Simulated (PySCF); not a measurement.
# C4H5NS: the cost of one run

Computed with PySCF 2.14.0 and routines of our own; the level stands in each step. Atoms count from 0.

### 1 The system as given

11 atoms, charge 0, multiplicity 1; geometry from: GFN2-xTB.

### 2 Relaxing the molecule at LC-wPBE/6-31G*

Job settings and geometry (Å):

```
{"job": {"xc": "LC-wPBE", "basis": "6-31G*", "grid": 1, "kind": "geom"}, "charge": 0, "multiplicity": 1}
N     -1.764173    -0.488840     0.138324
C     -0.470912     0.006116     0.063373
C      0.667938    -0.829502    -0.119852
C      1.833874    -0.142085    -0.077370
S      1.589765     1.537095     0.189314
C     -0.118950     1.312909     0.233424
H     -2.486856     0.199203    -0.007736
H     -1.917119    -1.337769    -0.384438
H      0.599892    -1.892192    -0.271464
H      2.831436    -0.518120    -0.186172
H     -0.759471     2.155855     0.396635
```

On the command line:

```sh
$ OMP_NUM_THREADS=1 python excited_run.py task.json out
```

This one command runs all jobs of the session in turn.

**Question.** How long does this first job take on 1 thread of AMD EPYC 9R45, shared host, and how much memory does it need?

About 39 s, with a peak of 0.53 GiB.
